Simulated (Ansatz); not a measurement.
# AlGeH3 (H-bridged), triplet: the ladder up to UCCSDT(Q)

Geometry: that of the AlGeH3 (H-bridged), singlet, kept fixed. The singlet lies 3.0 eV lower here.

```yaml
atoms:
  - { symbol: Ge, position_ang: [-0.0422, 0.0000, 0.6623] }
  - { symbol: Al, position_ang: [0.0200, 0.0000, -1.8257] }
  - { symbol: H, position_ang: [0.7497, -1.0660, -0.3437] }
  - { symbol: H, position_ang: [0.7497, 1.0660, -0.3437] }
  - { symbol: H, position_ang: [1.0071, 0.0000, 1.8288] }
```

Basis cc-pVDZ; Ansatz 0.2.0. Correlated methods freeze the noble-gas cores and the filled d shells of p-block atoms, which leaves 10 electrons in 41 orbitals. R marks a restricted (for open shells ROHF) determinant, U an unrestricted one. Active spaces: valence = (10e, 11o) chosen from the atoms' valence shells. No spin–orbit coupling is included, and no scalar relativity.

Full CI isn't at hand for all of this; UCCSDT(Q) serves as the reference, and is uncertain by about the last step of the cluster series. The frozen core follows each run's orbitals, which can shift R against U totals by a few meV for light atoms and by up to 0.1 eV past Ca.

- UHF ⟨S²⟩: 2.031
- T1 diagnostic (RCCSD): 0.0347
- largest doubles amplitude (RCCSD): 0.042
- T1 diagnostic (UCCSD): 0.0245

Question: From what is known of these methods and the diagnostics, rank them by the size of their error in total energy against UCCSDT(Q) in cc-pVDZ, smallest first (an estimate: the text doesn't fix the numbers).
A. UCCSD(T)
B. UHF
C. UCCSD
D. UMP2
E. UCCSDT

Answer: E (0.9 kJ/mol), A (4.6 kJ/mol), C (20.1 kJ/mol), D (111.8 kJ/mol), B (473.1 kJ/mol).

All errors are against UCCSDT(Q) in cc-pVDZ. Within each family the higher level lies nearer, as is usual though not guaranteed.

Natural occupations of CASSCF (valence space) about the gap: 1.961 1.957 1.956 1.005 1.000 0.044 0.033 0.025 0.018 0.017; effectively unpaired electrons, Σ n²(2−n)², 2.04.
